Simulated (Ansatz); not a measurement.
## Relaxing a trial structure of C2H4F2

The starting geometry of this gas-phase triplet was optimised with GFN2-xTB as a singlet; its bonds are those of `FCCF`.

```yaml
atoms:
  - { symbol: C, position_ang: [0.1281, -0.9086, 1.0769] }
  - { symbol: C, position_ang: [0.5664, 0.3944, 0.4146] }
  - { symbol: F, position_ang: [-0.2320, -1.8041, 0.1065] }
  - { symbol: F, position_ang: [0.9132, 1.2963, 1.3840] }
  - { symbol: H, position_ang: [0.9464, -1.3545, 1.6515] }
  - { symbol: H, position_ang: [-0.7442, -0.7480, 1.7188] }
  - { symbol: H, position_ang: [1.4441, 0.2373, -0.2201] }
  - { symbol: H, position_ang: [-0.2498, 0.8327, -0.1678] }
```

Where would you expect an optimisation with PBE0-D3(BJ)/def2-SVP to take it?

It loosens into C2H3F + FH, which stay close as a complex. Contacts that open: C1–F3 (1.37 → 2.87 Å), C1–H6 (1.09 → 2.11 Å). Contacts that close: F3–H6 (1.99 → 0.93 Å).

The energy falls by 5.00 eV over 34 steps:

```
step  E − E(last) (eV)
   1             5.000
   5             3.294
   8             1.704
  12             0.989
  16             0.708
  19             0.159
  23             0.029
  27             0.003
  30             0.000
  34             0.000
```

Final geometry (Å):

```yaml
atoms:
  - { symbol: C, position_ang: [0.9521, -0.7384, 1.2631] }
  - { symbol: C, position_ang: [0.6684, 0.5187, 0.5738] }
  - { symbol: F, position_ang: [-1.5586, -1.6602, 0.2302] }
  - { symbol: F, position_ang: [0.5660, 1.5791, 1.4461] }
  - { symbol: H, position_ang: [1.8237, -1.1979, 1.7342] }
  - { symbol: H, position_ang: [-0.8758, -1.7195, 0.8565] }
  - { symbol: H, position_ang: [1.4746, 0.7454, -0.1538] }
  - { symbol: H, position_ang: [-0.2782, 0.4184, 0.0141] }
```

No frequencies were run, so the end isn't proven a minimum. Open shells are spin-unrestricted. The triplet needn't be the ground state. Run with Ansatz 0.2.0, 51 s on 2 threads of Intel(R) Xeon(R) 6975P-C (Granite Rapids) (shared host).
